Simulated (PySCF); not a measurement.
dichloromethane cation (CH2Cl2), SMILES ClCCl (connectivity only; charge and spin as stated), charge +1, multiplicity 2. Atoms are numbered in the order given.

```xyz
5

Cl    -1.4925     0.0000     0.1990
C      0.0000     0.0000    -0.6714
Cl     1.4925     0.0000     0.1990
H      0.0000     0.8765    -1.3684
H      0.0000    -0.8765    -1.3684
```
Charge +1, spin multiplicity 2.

The structure is a stationary point at PBE-D3(BJ)/def2-TZVP. The spin state was assumed, not searched.

All values below come from TDA-ωB97X/def2-SVPD in PySCF 2.14.0.

Vertical excitations. Gas-phase values at a fixed geometry.

```
state    energy (eV)  λ (nm)      f                                                                          main pairs
-------  -----------  ------  -----  ----------------------------------------------------------------------------------
root 1          0.63    1975  0.000                                                                 β HOMO−1→LUMO 100 %
root 2          0.92    1346  0.000                                                                 β HOMO−2→LUMO 100 %
root 3          1.56     795  0.101                                                                    β HOMO→LUMO 94 %
root 4          4.48     277  0.000                                                                  β HOMO−3→LUMO 99 %
root 5          4.92     252  0.000                                                                  β HOMO−4→LUMO 99 %
root 6          5.53     224  0.041                                                                  β HOMO−5→LUMO 96 %
root 7          7.03     176  0.000                                                                  β HOMO→LUMO+1 91 %
root 8          7.25     171  0.000                                            α HOMO−1→LUMO 41 %, β HOMO−1→LUMO+1 44 %
root 9          7.49     166  0.000  α HOMO−2→LUMO 37 %, α HOMO−1→LUMO+1 7 %, β HOMO−2→LUMO+1 43 %, β HOMO−1→LUMO+2 8 %
root 10         7.66     162  0.000                                                 α HOMO→LUMO 85 %, β HOMO→LUMO+2 5 %
```
Unrestricted roots are not spin-pure.
